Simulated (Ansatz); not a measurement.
System: 2H MoS2. Method: LDA in Ansatz (PAW).

Settings: plane-wave cutoff 500 eV, 18×18×4 k mesh (along the axes of the cell as run), gaussian smearing 0.02 eV, no spin polarisation, scalar-relativistic PAW data made under PBE.

Cell (relaxed at this level):

```
CELL_PARAMETERS angstrom
      3.12219     0.00000     0.00000
     -1.56110     2.70390     0.00000
      0.00000     0.00000    12.07656
ATOMIC_POSITIONS crystal
  Mo 0.66667 0.33333 0.25000
  Mo 0.33333 0.66667 0.75000
  S  0.66667 0.33333 0.62131
  S  0.33333 0.66667 0.37869
  S  0.33333 0.66667 0.12131
  S  0.66667 0.33333 0.87869
```

Estimate the band gap that the calculation returns.


band gap: 0.73 eV (on the SCF k mesh)

Measured, for comparison: band gap 1.23 eV (room temperature, no zero-point or thermal correction, bulk 2H, our sources range from 1.23 to 1.29; as tabulated in Bastos et al. (2019), arXiv:1903.08112).

Spin–orbit coupling is not included.

The computed numbers hold no vibrational or temperature effects.

Cost on a shared machine: very roughly 4 core-minutes.

Ansatz is an electronic-structure program.
